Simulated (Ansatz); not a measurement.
A nudged elastic band was laid between two geometries of H3P + H4Si (9 atoms, charge 0, multiplicity 1).

The calculation used RKS B3LYP/def2-SVP (Ansatz).

```
movable images  : 7
climbing image  : yes
spring          : 5.0 eV/Å²
optimiser       : quadratic models (default)
start path      : through a guess of the saddle point
force threshold : 0.05 eV/Å
iteration limit : 60
end points      : relaxed
```

Image 0:

```xyz
9
Properties=species:S:1:pos:R:3
Si 0.838 -0.063 -0.337
H 1.141 -0.092 1.123
H 2.094 0.185 -1.101
H -0.138 1.027 -0.620
H 0.255 -1.372 -0.749
P -3.683 0.137 1.803
H -3.462 -0.476 0.529
H -3.574 -1.105 2.505
H -2.297 0.448 1.980
```

Image 8:

```xyz
9
Properties=species:S:1:pos:R:3
Si -0.616 -0.228 -0.685
H 0.548 0.500 3.494
H 0.617 0.047 0.106
H -0.710 0.762 -1.796
H -0.524 -1.600 -1.265
P -2.417 0.077 0.686
H -3.346 -0.496 -0.237
H -2.218 -1.152 1.390
H -0.158 0.777 3.441
```

Problem. Which bonds break or form, and what moves?

Solution. Bonds broken: Si1–H2, P6–H9. Bonds formed: Si1–P6, H2–H9. H3P + H4Si becomes H2 + H5PSi.

Problem. What energy profile does the band end with?

Solution. The run converged. The highest image is number 4 of 0 to 8, 71.4 kcal/mol above the first end and 67.1 kcal/mol above the last; the last end lies 4.4 kcal/mol above the first. A structure lower than the last end lies on the path between it and the top, so the climb from that side starts below the end, which may itself be a saddle point or a shallow side well. Neighbouring images differ by up to 2.8 eV, so the band resolves the path poorly. A vibrational analysis at the climbing image gives one clearly imaginary mode, 1590i cm⁻¹: a first-order saddle point. The orbitals stay closed-shell, which can raise the energy where a bond breaks towards radicals; this wasn't checked here.

| image | path coordinate (Å) | energy (kcal/mol) | Si1–H2 (Å) | P6–H9 (Å) | Si1–P6 (Å) |
| --- | --- | --- | --- | --- | --- |
| 0 | 0.00 | 0.0 | 1.49 | 1.43 | 5.01 |
| 1 | 1.49 | -0.1 | 1.49 | 1.43 | 4.62 |
| 2 | 2.97 | 0.2 | 1.49 | 1.43 | 4.55 |
| 3 | 4.46 | 5.8 | 1.49 | 1.43 | 3.76 |
| 4 | 5.95 | 71.4 | 1.72 | 1.81 | 2.81 |
| 5 | 7.51 | 7.7 | 2.81 | 2.59 | 2.30 |
| 6 | 9.07 | 4.2 | 4.27 | 3.35 | 2.29 |
| 7 | 10.64 | 4.1 | 5.02 | 3.36 | 2.28 |
| 8 | 12.20 | 4.4 | 4.40 | 3.63 | 2.28 |

Problem. What is the geometry of the highest image?

Solution. 
```xyz
9
Properties=species:S:1:pos:R:3:forces:R:3
Si -0.220 -0.090 0.017 0.00 0.00 0.00
H 0.065 1.034 1.290 0.00 0.00 0.00
H 1.027 -0.776 0.461 0.00 0.00 0.00
H -0.105 1.069 -0.914 0.00 0.00 0.00
H -0.960 -1.137 -0.778 0.00 0.00 0.00
P -2.478 -0.244 1.676 0.00 0.00 0.00
H -3.105 -0.116 0.400 0.00 0.00 0.00
H -2.173 -1.630 1.528 0.00 0.00 0.00
H -0.875 0.578 1.453 0.00 0.00 0.00
```

The band took 39 iterations and roughly 7 core-minutes.

Time of the run: 6.9 min on 1 thread of Arm Neoverse V2, on a shared host, peak memory 0.13 GiB.
